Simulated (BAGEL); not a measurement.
# SiH4O2 (SMILES O[SiH2]O), step by step

Wanted: a series of 15 runs (B3LYP/def2-SV(P), RI-MP2/def2-SV(P)) of H4O2Si. 

The calculation is run with BAGEL 1.2.2.

2 further runs of the same task are left out: 2 set aside as unsound or not needed.

## 1. Starting point

The species is SiH4O2 (7 atoms), meant as a singlet with charge 0. SMILES: `O[SiH2]O`. One bond was lengthened or shortened from a relaxed shape.

Bond lengths: O1–Si2 1.642 Å, Si2–O3 1.396 Å, O1–H4 0.958 Å, Si2–H5 1.481 Å, Si2–H6 1.481 Å, O3–H7 0.958 Å. Angles: O1–Si2–O3 113.5°, O1–Si2–H5 111.5°, O1–Si2–H6 103.9°, O3–Si2–H5 103.9°, O3–Si2–H6 111.5°, Si2–O1–H4 117.7°, Si2–O3–H7 117.7°, H5–Si2–H6 112.9°.

## 2. The energy at B3LYP/def2-SV(P) (density fitting with svp-jkfit) (run 1)

dft.json

```json
{ "bagel": [

{
  "title": "molecule",
  "basis": "def2-sv_p_.json",
  "df_basis": "svp-jkfit",
  "angstrom": true,
  "geometry": [
    { "atom": "O", "xyz": [   -1.201755,   -0.407478,   -0.338792 ] },
    { "atom": "Si", "xyz": [    0.234805,    0.258592,    0.094828 ] },
    { "atom": "O", "xyz": [    1.274030,   -0.668570,    0.183160 ] },
    { "atom": "H", "xyz": [   -1.273265,   -0.779198,   -1.219202 ] },
    { "atom": "H", "xyz": [    0.710065,    1.229422,   -0.917772 ] },
    { "atom": "H", "xyz": [   -0.045905,    0.885242,    1.407168 ] },
    { "atom": "H", "xyz": [    1.219010,   -1.336090,    0.868560 ] }
  ]
},
{ "title": "ks", "xc_func": "b3lyp" },
{ "title": "print", "file": "orbitals.molden", "orbitals": true }

]}
```

The basis set def2-SV(P) is read from a file made from the Basis Set Exchange's data (not shown).

Command:

```
$ BAGEL_NUM_THREADS=1 BAGEL dft.json > dft.out
```

What it wrote:

```text
* using 1 threads per process

  ===============================================================
  ===============================================================

  *** Geometry ***

  { "atom" : "O", "xyz" : [     -2.270988,     -0.770022,     -0.640224 ] },
  { "atom" : "Si", "xyz" : [      0.443717,      0.488668,      0.179199 ] },
  { "atom" : "O", "xyz" : [      2.407568,     -1.263414,      0.346122 ] },
  { "atom" : "H", "xyz" : [     -2.406122,     -1.472471,     -2.303958 ] },
  { "atom" : "H", "xyz" : [      1.341828,      2.323271,     -1.734338 ] },
  { "atom" : "H", "xyz" : [     -0.086748,      1.672865,      2.659162 ] },
  { "atom" : "H", "xyz" : [      2.303595,     -2.524844,      1.641341 ] },

  Number of auxiliary basis functions:      354

  Since a DF basis is specified, we compute 2- and 3-index integrals:
    o Being stored without compression. Storage requirement is 0.008 GB

  Number of basis functions:       54
  Number of electrons      :       34

    * METHOD: MOLECULE                             0.08

  *** Kohn-Sham DFT ***

    * Removing 11863 points whose weight is below 1.00e-10
    * Grid points: 92479

  === Nuclear Repulsion ===
   128.6986177706

       - DIIS with orbital gradients will be used.

  === KS iteration (b3lyp / def2-sv_p_.json) ===
      0       -421.48279637          0.16695841           0.16
      1       -411.74070680          0.17431230           0.14
      2       -425.98312375          0.15675162           0.14
      3       -440.91212556          0.06340397           0.14
      4       -441.77819807          0.03945923           0.15
      5       -442.00720561          0.02434581           0.15
      6       -442.02931311          0.02202964           0.15
      7       -442.12697862          0.00807179           0.15
      8       -442.14123568          0.00078287           0.15
      9       -442.14136093          0.00013395           0.15
     10       -442.14136413          0.00001645           0.16
     11       -442.14136418          0.00000580           0.15
     12       -442.14136419          0.00000139           0.15
     13       -442.14136419          0.00000038           0.15
     14       -442.14136419          0.00000017           0.15
     15       -442.14136419          0.00000002           0.16
     16       -442.14136419          0.00000001           0.16
    * SCF iteration converged.

    * Permanent dipole moment:
           (   -0.242325,     0.775070,     0.041468) a.u.

    * METHOD: KS                                   2.82

    * METHOD: PRINT                                0.00

  ===============================================================
```

Wall time 3.3 s (1 thread of Arm Neoverse V2, shared host); peak memory 0.26 GiB.

## 3. Bond 3-2 at 1.642 A: the energy at RI-MP2/def2-SV(P) (density fitting with svp-jkfit) (run 2)

calc.json

```json
{ "bagel": [

{
  "title": "molecule",
  "basis": "def2-sv_p_.json",
  "df_basis": "svp-jkfit",
  "angstrom": true,
  "geometry": [
    { "atom": "O", "xyz": [      -1.385174,      -0.243838,      -0.354382 ] },
    { "atom": "Si", "xyz": [       0.051386,       0.422232,       0.079238 ] },
    { "atom": "O", "xyz": [       1.274030,      -0.668570,       0.183160 ] },
    { "atom": "H", "xyz": [      -1.456684,      -0.615558,      -1.234792 ] },
    { "atom": "H", "xyz": [       0.526646,       1.393062,      -0.933362 ] },
    { "atom": "H", "xyz": [      -0.229324,       1.048882,       1.391578 ] },
    { "atom": "H", "xyz": [       1.219010,      -1.336090,       0.868560 ] }
  ]
},

{
  "title": "hf"
},

{
  "title": "mp2",
  "ncore": 7
}

]}
```

The basis set def2-SV(P) is read from a file made from the Basis Set Exchange's data (not shown).

Command:

```
$ BAGEL_NUM_THREADS=1 BAGEL calc.json > calc.out
```

What it wrote:

```text
* using 1 threads per process

  ===============================================================
  ===============================================================

  *** Geometry ***

  { "atom" : "O", "xyz" : [     -2.617599,     -0.460787,     -0.669685 ] },
  { "atom" : "Si", "xyz" : [      0.097105,      0.797903,      0.149738 ] },
  { "atom" : "O", "xyz" : [      2.407568,     -1.263414,      0.346122 ] },
  { "atom" : "H", "xyz" : [     -2.752734,     -1.163236,     -2.333419 ] },
  { "atom" : "H", "xyz" : [      0.995217,      2.632506,     -1.763799 ] },
  { "atom" : "H", "xyz" : [     -0.433360,      1.982100,      2.629701 ] },
  { "atom" : "H", "xyz" : [      2.303595,     -2.524844,      1.641341 ] },

  Number of auxiliary basis functions:      354

  Since a DF basis is specified, we compute 2- and 3-index integrals:
    o Being stored without compression. Storage requirement is 0.008 GB

  Number of basis functions:       54
  Number of electrons      :       34

    * METHOD: MOLECULE                             0.09

  *** RHF ***

  === Nuclear Repulsion ===
   120.4730057910

      * DIIS with orbital gradients will be used.

  === RHF iteration (def2-sv_p_.json) ===
      0       -440.58857623          0.03234242           0.02
      1       -440.74448628          0.02044729           0.02
      2       -440.83417289          0.00154673           0.02
      3       -440.83502341          0.00018959           0.02
      4       -440.83503800          0.00004528           0.02
      5       -440.83503910          0.00000793           0.02
      6       -440.83503914          0.00000173           0.02
      7       -440.83503914          0.00000021           0.02
      8       -440.83503914          0.00000007           0.02
      9       -440.83503914          0.00000003           0.02
     10       -440.83503914          0.00000001           0.02
     11       -440.83503914          0.00000000           0.02
    * SCF iteration converged.

    * Permanent dipole moment:
           (    0.050246,     0.412191,     0.077314) a.u.

    * METHOD: HF                                   0.30

  *** RHF ***

  === Nuclear Repulsion ===
   120.4730057910

      * DIIS with orbital gradients will be used.

  === RHF iteration (def2-sv_p_.json) ===
      0       -440.83503914          0.00000000           0.02
    * SCF iteration converged.

    * Permanent dipole moment:
           (    0.050246,     0.412191,     0.077314) a.u.

  === DF-MP2 calculation ===

    * freezing 7 orbitals
    * 3-index integral transformation done
    * assembly done

      MP2 correlation energy:   -0.4460336019      0.01

      MP2 total energy:       -441.2810727386

    * METHOD: MP2                                  0.05

  ===============================================================
```

It took 0.57 s on 1 thread of Arm Neoverse V2, shared host; peak memory 0.15 GiB.

## 4. Bond 3-2 at 1.642 A: a single-point energy at B3LYP/def2-SV(P) (density fitting with svp-jkfit) (run 3)

input.json

```json
{ "bagel" : [

{
  "title" : "molecule",
  "basis" : "def2-sv_p_.json",
  "df_basis" : "svp-jkfit",
  "angstrom" : true,
  "geometry" : [
    { "atom" : "O", "xyz" : [      -1.385174,      -0.243838,      -0.354382 ] },
    { "atom" : "Si", "xyz" : [       0.051386,       0.422232,       0.079238 ] },
    { "atom" : "O", "xyz" : [       1.274030,      -0.668570,       0.183160 ] },
    { "atom" : "H", "xyz" : [      -1.456684,      -0.615558,      -1.234792 ] },
    { "atom" : "H", "xyz" : [       0.526646,       1.393062,      -0.933362 ] },
    { "atom" : "H", "xyz" : [      -0.229324,       1.048882,       1.391578 ] },
    { "atom" : "H", "xyz" : [       1.219010,      -1.336090,       0.868560 ] }
  ]
},

{
  "title" : "ks",
  "xc_func" : "b3lyp"
},

{
  "title" : "print",
  "file" : "orbitals.molden",
  "orbitals" : true
}

]}
```

The basis set def2-SV(P) is read from a file made from the Basis Set Exchange's data (not shown).

Command:

```
$ BAGEL_NUM_THREADS=1 BAGEL input.json > input.out
```

What it wrote:

```text
* using 1 threads per process

  ===============================================================
  ===============================================================

  *** Geometry ***

  { "atom" : "O", "xyz" : [     -2.617599,     -0.460787,     -0.669685 ] },
  { "atom" : "Si", "xyz" : [      0.097105,      0.797903,      0.149738 ] },
  { "atom" : "O", "xyz" : [      2.407568,     -1.263414,      0.346122 ] },
  { "atom" : "H", "xyz" : [     -2.752734,     -1.163236,     -2.333419 ] },
  { "atom" : "H", "xyz" : [      0.995217,      2.632506,     -1.763799 ] },
  { "atom" : "H", "xyz" : [     -0.433360,      1.982100,      2.629701 ] },
  { "atom" : "H", "xyz" : [      2.303595,     -2.524844,      1.641341 ] },

  Number of auxiliary basis functions:      354

  Since a DF basis is specified, we compute 2- and 3-index integrals:
    o Being stored without compression. Storage requirement is 0.008 GB

  Number of basis functions:       54
  Number of electrons      :       34

    * METHOD: MOLECULE                             0.09

  *** Kohn-Sham DFT ***

    * Removing 11393 points whose weight is below 1.00e-10
    * Grid points: 92949

  === Nuclear Repulsion ===
   120.4730057910

       - DIIS with orbital gradients will be used.

  === KS iteration (b3lyp / def2-sv_p_.json) ===
      0       -422.57554691          0.15653517           0.17
      1       -412.62419215          0.16890998           0.17
      2       -426.48348470          0.15002539           0.16
      3       -441.31291403          0.05253094           0.16
      4       -441.97835088          0.03241665           0.16
      5       -442.05537353          0.02565528           0.16
      6       -442.11766537          0.02009096           0.16
      7       -442.20618848          0.00486883           0.16
      8       -442.20886104          0.00338954           0.16
      9       -442.21118278          0.00031397           0.16
     10       -442.21120342          0.00003565           0.17
     11       -442.21120373          0.00000491           0.16
     12       -442.21120374          0.00000275           0.16
     13       -442.21120374          0.00000045           0.16
     14       -442.21120374          0.00000026           0.16
     15       -442.21120374          0.00000013           0.16
     16       -442.21120374          0.00000001           0.16
     17       -442.21120374          0.00000000           0.16
    * SCF iteration converged.

    * Permanent dipole moment:
           (    0.058068,     0.476382,     0.089350) a.u.

    * METHOD: KS                                   3.22

    * METHOD: PRINT                                0.00

  ===============================================================
```

Wall time 3.6 s (1 thread of Arm Neoverse V2, shared host); peak memory 0.26 GiB.

Runs 4 to 14 aren't shown in full; the table further down has their settings and results.

(Part 1 of 2 ends here.)
